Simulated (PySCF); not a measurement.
Species: C5H12N (doublet state).
Geometry (GFN2-xTB, Å), atoms numbered from 1 in this order:
```
atom  x, y, z in Å
C1     2.4094   -0.5491   -0.6966
C2     1.7563    0.1842    0.4009
N3     0.4149   -0.3661    0.6679
C4    -0.6664    0.1103   -0.1846
C5    -1.7846   -0.9276   -0.2108
C6    -1.1848    1.4378    0.3723
H7     3.0682   -1.3696   -0.4836
H8     2.0003   -0.4902   -1.6889
H9     1.6297    1.2450    0.1690
H10    2.3273    0.0975    1.3288
H11    0.4645   -1.3803    0.6456
H12   -0.3203    0.2765   -1.2192
H13   -1.4379   -1.8566   -0.6606
H14   -2.6276   -0.5595   -0.7900
H15   -2.1207   -1.1347    0.8025
H16   -2.0104    1.8033   -0.2332
H17   -0.3995    2.1892    0.3749
H18   -1.5271    1.2963    1.3940
```

The hyperfine couplings belong to this conformer and change with its torsions.

The species is `[CH2]CNC(C)C` [radical].

Computed with UKS B3LYP, pcH-1 on C H N, non-relativistic, mean-field spin-orbit, GIAO (PySCF). The structure is a single GFN2-xTB conformer in the gas phase; no vibrational or solvent corrections. The geometry wasn't refined by DFT: couplings that depend on bond lengths, twists or pyramidal angles can differ widely from those at the functional's own minimum. Stability of the SCF solution: not tested.

(1) Where do the isotropic ENDOR lines of C1, C2, C5/C6, C4, N3, H7/H8, H9/H10, H11, H12 and H13 (×6) fall at 336.8 mT, to first order?

(2) Which pairs are centred on the nuclear Larmor frequency, and which on half the coupling?

(3) At what field would the lower line of N3 fall to zero frequency?

Answers

(1) ν± = |νn ± a/2|, one line for each electron-spin manifold; νn = |g_N| × 7.62259 MHz/T × B.

```
  nuclei  isotope     g_N  νn (MHz)  a_iso (MHz)  lower line (MHz)  upper line (MHz)
      C1      13C  1.4048      3.61        94.57             43.68             50.89
      C2      13C  1.4048      3.61       -29.03             10.91             18.12
   C5/C6      13C  1.4048      3.61         4.38              1.42              5.80
      C4      13C  1.4048      3.61        -2.47              2.37              4.84
      N3      14N  0.4038      1.04         7.10              2.51              4.58
   H7/H8       1H  5.5857     14.34       -57.56             14.44             43.12
  H9/H10       1H  5.5857     14.34        24.40              2.14             26.54
     H11       1H  5.5857     14.34        -7.63             10.53             18.15
     H12       1H  5.5857     14.34         5.52             11.58             17.10
H13 (×6)       1H  5.5857     14.34         0.66             14.01             14.67
```

The rows for 13C, of low natural abundance, apply to labelled samples.

(2) Centred on νn, since |a| < 2νn: C5/C6, C4, H9/H10, H11, H12 and H13 (×6). Centred on |a|/2 and split by 2νn: C1, C2, N3 and H7/H8.

(3) Where νn = |a|/2, that is B = 3.55 MHz/(0.4038 × 7.62259 MHz/T) = 1150 mT, as far as first order holds there.

Nuclei that the bonding pattern makes equivalent are averaged, as if the motion that swaps them (rotation, inversion, ring flip) were fast. The 1H value of +24.4 MHz is a mean of couplings from 1.9 to 46.9 MHz in this one geometry, not an average over conformers.
